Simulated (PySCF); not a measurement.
C₃H₄FN₂ (charge +1), SMILES Fc1[nH]cc[nH+]1, point group C2v.

Level: PBE0/pcSseg-1 in PySCF (density fitting, grid level 2); geometry and Hessian at that level, cubic constants and property derivatives from steps of ±0.6 along each species' dimensionless normal coordinates, second-order vibrational perturbation theory. The parent has the commonest isotopes.

Equilibrium geometry (Å):

```tsv
atom	x	y	z
F1	2.3360	-0.3446	-0.4017
C2	1.0854	-0.1588	-0.1911
N3	0.4751	1.0138	-0.1834
C4	-0.8697	0.8103	0.0784
C5	-1.0425	-0.5215	0.2267
N6	0.1996	-1.1092	0.0530
H7	0.9352	1.9053	-0.3452
H8	-1.5718	1.6303	0.1337
H9	-1.9269	-1.1058	0.4385
H10	0.4152	-2.1012	0.1011
```

Species: parent. Output of the displacement run:

```
mode    cm-1    km/mol   phi_rrr   E(+)/cm-1  E(-)/cm-1
  1    309.76     0.05      -0.1      55.95      55.92
  2    442.05     6.87      -0.2      79.55      79.68
  3    628.87     0.00       0.1     113.25     113.24
  4    658.80     0.00       0.5     125.23     125.19
  5    681.71     0.00      -0.2     122.95     123.00
  6    713.77    27.69     -36.0     127.19     129.77
  7    735.04   331.08       0.2     136.22     136.21
  8    770.38    10.37       0.4     140.51     140.53
  9    894.93     0.00       0.3     163.18     163.14
 10    928.24     0.71      -0.1     167.10     167.11
 11   1046.48    20.21      50.5     190.52     186.88
 12   1101.35    36.53      -0.2     198.52     198.55
 13   1119.35     2.65     153.6     207.26     196.21
 14   1174.19     1.02      36.7     212.88     210.24
 15   1321.08     1.94       0.3     238.23     238.06
 16   1356.28     0.58      32.4     245.66     243.33
 17   1450.99     4.54       0.2     261.51     261.44
 18   1607.53    56.95      -1.7     289.57     289.67
 19   1613.09     2.06     302.0     301.63     279.91
 20   1748.87   334.93     -80.6     312.07     317.86
 21   3300.27    40.29     -16.5     596.16     597.34
 22   3318.14    40.26   -1353.1     551.28     648.56
 23   3587.09   493.18     -21.6     648.43     649.97
 24   3595.72    28.93   -1617.8     592.60     708.86
```

For the shielding of H9 (σe = 23.91 ppm):

| mode | ω (cm⁻¹) | Σr φrrs (cm⁻¹) | ∂σ/∂q | ∂²σ/∂q² |
| --- | --- | --- | --- | --- |
| 1 | 310 | -1 | 0.000 | -0.039 |
| 2 | 442 | -1 | -0.008 | -0.016 |
| 3 | 629 | 0 | 0.000 | -0.057 |
| 4 | 659 | 1 | 0.000 | -0.012 |
| 5 | 682 | 1 | 0.000 | -0.087 |
| 6 | 714 | -217 | -0.089 | -0.003 |
| 7 | 735 | 1 | 0.000 | -0.072 |
| 8 | 770 | 3 | 0.000 | -0.284 |
| 9 | 895 | 1 | 0.000 | -0.324 |
| 10 | 928 | -2 | -0.351 | -0.023 |
| 11 | 1046 | 556 | 0.061 | -0.134 |
| 12 | 1101 | 0 | 0.114 | -0.102 |
| 13 | 1119 | 726 | 0.239 | -0.006 |
| 14 | 1174 | 587 | 0.003 | -0.137 |
| 15 | 1321 | 1 | -0.088 | -0.238 |
| 16 | 1356 | 257 | 0.022 | 0.003 |
| 17 | 1451 | 3 | -0.151 | -0.054 |
| 18 | 1608 | -1 | 0.083 | -0.022 |
| 19 | 1613 | 295 | 0.499 | -0.121 |
| 20 | 1749 | 48 | -0.158 | -0.020 |
| 21 | 3300 | -1 | 1.445 | 0.175 |
| 22 | 3318 | -265 | -1.354 | 0.139 |
| 23 | 3587 | 1 | 0.004 | -0.001 |
| 24 | 3596 | 5 | 0.004 | -0.001 |

Work out the zero-point average of this shielding.

With ⟨qs⟩ = −Σr φrrs/(4ωs) and ⟨qs²⟩ = 1/2: the mean displacements are 0.001, 0.001, 0.000, 0.000, 0.000, 0.076, 0.000, -0.001, 0.000, 0.000, -0.133, 0.000, -0.162, -0.125, 0.000, -0.047, -0.001, 0.000, -0.046, -0.007, 0.000, 0.020, 0.000, 0.000. The anharmonic term Σ (∂σ/∂q)⟨q⟩ is -0.10 ppm, the harmonic term ¼ Σ ∂²σ/∂q² is -0.36 ppm, so ⟨σ⟩ = 23.44 ppm.
